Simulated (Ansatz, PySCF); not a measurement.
Species: C$_{4}$H$_{3}$O, charge 0, multiplicity 2. It need not be the lowest isomer of its formula. 
Structure (B3LYP-D3(BJ)/def2-TZVP (Ansatz, an electronic-structure program) minimum search):
```xyz
8

O     -0.0097     0.0456     1.1033
C      0.0018     1.1554     0.2916
C     -0.0066    -1.0484     0.2916
C      0.0115     0.7284    -0.9837
C      0.0065    -0.6903    -1.0201
H      0.0010     2.1112     0.7805
H     -0.0146    -2.0017     0.7902
H      0.0116    -1.3451    -1.8736
```
Charge 0, spin multiplicity 2.

Quantity: atomisation energy (electronic, to ground-state atoms), in kcal/mol. Valence correlation only, unless marked. Open shells are spin-unrestricted. Spin-orbit coupling is left out. Non-relativistic. The coupled-cluster limit lacks core correlation, which all-electron functionals hold. CBS marks a two-point X^-3 extrapolation of the correlation energy; Hartree-Fock from the larger set. [CCSD(T)-MP2]/basis is that difference in the basis named.

The UHF reference is spin-contaminated (<S^2> 0.32 over the pure value in the largest basis). 

| level | program | atomisation energy (kcal/mol) |
|---|---|---|
| HF-D4/def2-TZVPD | PySCF + dftd4 | … |
| BLYP-D3(BJ)/def2-TZVPD | Ansatz + dftd3 | 874.0 |
| revPBE-D4/def2-TZVPD | Ansatz + dftd4 | 883.8 |
| r2SCAN/def2-TZVPD | Ansatz | … |
| B3LYP/def2-TZVPD | Ansatz | … |
| PBE0/def2-TZVP | Ansatz | 882.0 |
| BHLYP/def2-TZVPD | Ansatz | … |
| HSE06-D3(BJ)/def2-TZVPD | Ansatz + dftd3 | 885.4 |
| CAM-B3LYP-D4/def2-TZVPD | Ansatz + dftd4 | 871.3 |
| B2GP-PLYP/def2-TZVPD | Ansatz | 856.8 |
| SCS-MP2/6-31G | Ansatz | 721.1 |
| SCS-MP2/6-31G* | Ansatz | 794.5 |
| RI-MP2/CBS(cc-pVTZ,cc-pVQZ)+[CCSD(T)-MP2]/cc-pVTZ | Ansatz | 863.3 |

**Question.** Some entries are withheld; supply them.

**Answer.** 
- HF-D4/def2-TZVPD, atomisation energy (kcal/mol): 625.6
- r2SCAN/def2-TZVPD, atomisation energy (kcal/mol): 879.0
- B3LYP/def2-TZVPD, atomisation energy (kcal/mol): 862.1
- BHLYP/def2-TZVPD, atomisation energy (kcal/mol): 824.9
